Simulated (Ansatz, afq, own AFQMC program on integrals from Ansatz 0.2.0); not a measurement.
Where AFQMC and coupled cluster stand for SiGeH, quartet

```json
{"atom": "Si", "x (Å)": "0.0000", "y (Å)": "-0.3662", "z (Å)": "4.4567"}
{"atom": "Ge", "x (Å)": "0.0000", "y (Å)": "-0.5727", "z (Å)": "-1.9780"}
{"atom": "H", "x (Å)": "0.0000", "y (Å)": "0.9389", "z (Å)": "-2.4786"}
```

Connectivity, by distances: Si ··· GeH.

Basis cc-pVDZ. Only valence electrons are correlated. Ansatz 0.2.0 and our own AFQMC program on the same integrals; the CISD trial comes from CCSD amplitudes, and released means the phaseless constraint is let go. Error bars are statistical, one sigma. No spin–orbit coupling.

Determinant: UHF, the one that the program's search chose, which needn't be the lowest solution. The geometry is a point of a scan.

No full CI on the walks' own integrals is used here; CCSDT(Q) serves as the reference and is uncertain by about the last step of the cluster series.

Cautions: no relativity below Rb; no spin-orbit coupling; inner d shell frozen; lower spins were not checked; the released energies move by 1.5 errors or more from one time to the next, so no released level is given (meV from the phaseless value at times in 1/Eh: -4 ± 9 at 0.24, -7 ± 7 at 0.51, -17 ± 8 at 0.99, 18 ± 7 at 1.62, -4 ± 11 at 2.40), though the last usable value meets CCSDT(Q) within the noise.

The T1 diagnostic is 0.0120 and the weight of the determinant in the CISD state is 0.878. The ⟨S²⟩ of the determinant is 3.772. The size of the correlated space is 9 electrons in 31 orbitals.

Reference: CCSDT(Q), correlation energy -4.074 eV.

| level | E − E(reference) (kcal/mol) | share of correlation (%) |
| --- | --- | --- |
| HF | 93.95 | 0.00 |
| MP2 | 27.64 | 70.58 |
| CCSD | 2.07 | 97.79 |
| CCSD(T) | 0.57 | 99.40 |
| CCSDT | 0.05 | 99.95 |
| ph-AFQMC/CISD | -0.07 ± 0.21 | 100.07 |

A walk keeps the symmetry of its determinant, which the program's search chose and which needn't be the lowest solution, so a lower state of the same spin and another symmetry isn't excluded.
